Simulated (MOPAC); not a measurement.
MOPAC input (PM6):

```
PM6 FORCE THERMO(298,298) PRECISE LET GEO-OK AUX(PRECISION=9) THREADS=1
C3H6

C     0.00216873 1    0.87530760 1    0.00150341 1
C     0.75692963 1   -0.43951878 1   -0.00752623 1
C    -0.75909886 1   -0.43578984 1    0.00602287 1
H     0.01168682 1    1.49259784 1    0.89660830 1
H    -0.00428632 1    1.49570813 1   -0.89147731 1
H     1.28408716 1   -0.74870528 1   -0.90688884 1
H     1.30006031 1   -0.75181527 1    0.88119458 1
H    -1.28778666 1   -0.74544598 1    0.90432241 1
H    -1.30375961 1   -0.74233592 1   -0.88375932 1
```

**Question.** Which zero-point energy does it print?

**Answer.** 46.81 kcal/mol, from the harmonic wavenumbers of PM6.
